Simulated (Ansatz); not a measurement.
A calculation with Ansatz (development build ahead of 0.2.0).

```yaml
crystal:
  periodic: [false, false, false]
  atoms:
    - { symbol: C, position_ang: [0.0, 0.0, 0.63308] }
    - { symbol: C, position_ang: [0.0, 0.0, -0.63308] }
    - { symbol: H, position_ang: [0.0, 0.0, -1.69899] }
    - { symbol: H, position_ang: [0.0, 0.0, 1.69899] }
basis:
  gaussian: { orbitals: cc-pVTZ }
hamiltonian:
  xc: hf
correlation:
  method: mp2
  frozen_orbitals: { C: 1, H: 0 }
output:
  forces: true
```

The input is written out in the form of the current development build from the run's settings.

Results

```
Converged                                                          : yes
Reference energy                                                   : -76.83589 hartree
Correlation energy                                                 : -0.31843 hartree
Total energy                                                       : -77.15432 hartree
Spin squared of the determinant                                    : 0.000
Stability test                                                     : minimum among restricted orbitals
Occupied orbitals by symmetry in an Abelian subgroup (alpha; beta) : 3 Ag 2 B1u 1 B2u 1 B3u; 3 Ag 2 B1u 1 B2u 1 B3u
```

Forces (eV/Å):
```json
{"atom": "C1", "Fx": "0.000", "Fy": "0.000", "Fz": "-4.426"}
{"atom": "C2", "Fx": "0.000", "Fy": "0.000", "Fz": "4.426"}
{"atom": "H3", "Fx": "0.000", "Fy": "0.000", "Fz": "0.132"}
{"atom": "H4", "Fx": "0.000", "Fy": "0.000", "Fz": "-0.132"}
```
